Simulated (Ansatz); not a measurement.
Results of BLYP in Ansatz (plane waves, PAW) for PdS (P4₂/m, No. 84).

Numerical settings: plane-wave cutoff 520 eV, 10×10×8 k mesh (along the axes of the cell as run), Fermi–Dirac smearing 0.05 eV, scalar-relativistic PAW data made under PBE.

Shape and atoms are relaxed at each volume.

Pressure at four volumes; x = ln(V/18.893 Å³). One pressure is withheld.

```tsv
V (Å³/atom)	x	P (GPa)
18.138	-0.0408	4.16
18.893	0.0000	0.00
19.271	0.0198	-1.72
19.649	0.0392	?
```

Problem. Pass a parabola P(x) through the three rows shown, estimate the bulk modulus and its pressure derivative near zero pressure, and predict the withheld pressure.

Solution. Slopes between the rows: (0.00 − (4.16))/(0.0000 − (-0.0408)) = -101.96 and (-1.72 − (0.00))/(0.0198 − (0.0000)) = -86.87 GPa. Their difference over the span 0.0606 is c = 15.09/0.0606 = 249.0 GPa, so P(x) = 4.16 + (-101.96)(x − (-0.0408)) + 249.0 (x − (-0.0408))(x − (0.0000)). At the middle row B = −dP/dx = −[-101.96 + 249.0 × 0.0408] = 91.8 GPa, and B′ = dB/dP = 2c/B = 5.4. At x = 0.0392 the parabola gives -3.22 GPa; the run gives -3.23 GPa. The Birch–Murnaghan fit to the energies at all volumes has B0 = 91.4 GPa and B′ = 5.3.

Note: the cell is over a tenth larger than the published one: the level's own overestimate first of all, though another phase or state, or a fault of the published cell, is possible; the run has no spin polarisation, so it can have missed a magnetic state; the bulk modulus comes from volumes at which shape and atoms were relaxed.

Ansatz is a program for electronic structure.
